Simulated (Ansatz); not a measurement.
Species: C₂H₄, SMILES `C=C` with one electron removed (charge 1, multiplicity 2), formula C$_{2}$H$_{4}$.

Task: How many basis functions does Ansatz (a first-principles code) with frozen-core CCSD(T)/def2-TZVPP // CAM-B3LYP-D3(BJ)/def2-TZVP use, how many core orbitals are frozen, and how many electrons are correlated?

Result: 118 basis functions and 2 frozen orbitals, which leaves 11 correlated electrons. Core time is of the order of seconds.
